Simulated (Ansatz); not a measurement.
Predict the output of the script below (Ansatz 0.2.0 through its Python package).

`methods_fh2mgn.py`:
```python
# -*- coding: utf-8 -*-
from dataclasses import dataclass
from pathlib import Path
import warnings

import ansatz as az
import numpy as np


@dataclass
class RunConfig:
    basis: str = "def2-SVP"


opts = RunConfig()

GEOMETRY = """
N    -0.87030    0.61180    0.00320
Mg    0.58100   -0.74890    0.31750
F     1.96900   -2.06660    0.61260
H    -0.39330    1.60800    0.03760
H    -1.23660    0.52210   -1.01230
"""

warnings.simplefilter("ignore", az.DeckWarning)

fh2mgn = az.Crystal.molecule()
for line in GEOMETRY.strip().splitlines():
    symbol, *xyz = line.split()
    fh2mgn = fh2mgn.atom(symbol, [float(v) for v in xyz])

setup = fh2mgn.calculation().basis(gaussian=opts.basis)

print("functional    E (Ha)        dipole (D)   HOMO (eV)  LUMO (eV)")
for name in ["blyp", "revpbe", "lda", "r2scan"]:
    rep = setup.functional(name).forces().orbitals().run(threads=1, backend="cpu", runs_dir="runs").report
    lines = Path(rep["orbitals_path"]).read_text().splitlines()
    field_of = lambda key: [line.split("=")[1].strip() for line in lines if line.startswith(key)]
    orbitals = [(27.211386 * float(e), s, float(n)) for e, s, n in zip(field_of("Ene="), field_of("Spin="), field_of("Occup="))]
    homo = max(e for e, _, n in orbitals if n > 0.5)
    lumo = min(e for e, _, n in orbitals if n < 0.5)
    dipole = 4.803205 * np.linalg.norm(rep["charge_distribution"]["dipole_moment_e_ang"])
    print(f"{name:10s} {rep['free_energy_ev'] / 27.211386246:14.6f} {dipole:9.3f} {homo:11.3f} {lumo:10.3f}")
```

```console
$ python methods_fh2mgn.py
functional    E (Ha)        dipole (D)   HOMO (eV)  LUMO (eV)
blyp          -355.729365     2.259      -5.412     -2.322
revpbe        -355.653903     2.214      -5.472     -2.221
lda           -353.696968     2.406      -5.701     -2.505
r2scan        -355.643596     2.258      -5.776     -1.926
```

Notes:
- Total energies depend on the basis set; only differences at equal settings carry meaning.
- The geometry is a force-field or estimated start, not a minimum of this method, and the basis set is short of its limit. A lower total doesn't mark the better method: functionals have no common bound, and MP2 and coupled cluster aren't variational.
- Levels such as HOMO and LUMO are orbital energies: with these approximate functionals they aren't the ionisation energy and electron affinity, and their gap isn't the fundamental gap.
- Finished in 6 s on 1 thread of Arm Neoverse V1 (shared host), peak memory 0.18 GiB.
